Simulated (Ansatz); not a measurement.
C₃H₅NO, SMILES `C1=NCCO1`, relaxed with RKS PBE-D4/def2-SVP in Ansatz 0.2.0 from a rough embedded geometry. The force threshold is 0.03 eV/Å; the program also tests the step.

Total charge 0; spin multiplicity 1.

Start:

```xyz
10

C    -0.147   -1.369    0.226
N    -0.311   -0.658    1.233
C     0.025    0.638    0.714
C     0.124    0.538   -0.849
O     0.188   -0.919   -0.980
H    -0.273   -2.534    0.195
H    -0.720    1.436    0.961
H     1.010    1.010    1.068
H     0.931    0.987   -1.260
H    -0.827    0.871   -1.308
```

| step | energy (eV) | largest force (eV/Å) | largest move (Å) |
| --- | --- | --- | --- |
| 1 | -6715.5124 | 4.565 | 0.000 |
| 2 | -6715.9548 | 1.723 | 0.066 |
| 3 | -6716.0146 | 0.270 | 0.036 |
| 4 | -6716.0184 | 0.162 | 0.023 |
| 5 | -6716.0206 | 0.090 | 0.014 |
| 6 | -6716.0240 | 0.107 | 0.082 |
| 7 | -6716.0258 | 0.077 | 0.033 |
| 8 | -6716.0261 | 0.028 | 0.015 |

End:

```xyz
10

C    -0.147   -1.438    0.213
N    -0.139   -0.672    1.236
C     0.028    0.690    0.705
C     0.093    0.522   -0.840
O    -0.017   -0.913   -1.035
H    -0.251   -2.535    0.234
H    -0.819    1.330    1.031
H     0.950    1.145    1.125
H     1.048    0.861   -1.290
H    -0.745    1.010   -1.379
```

Run time 16 s (2 threads of an Arm Neoverse V1 on a shared host); peak host memory 0.18 GiB.
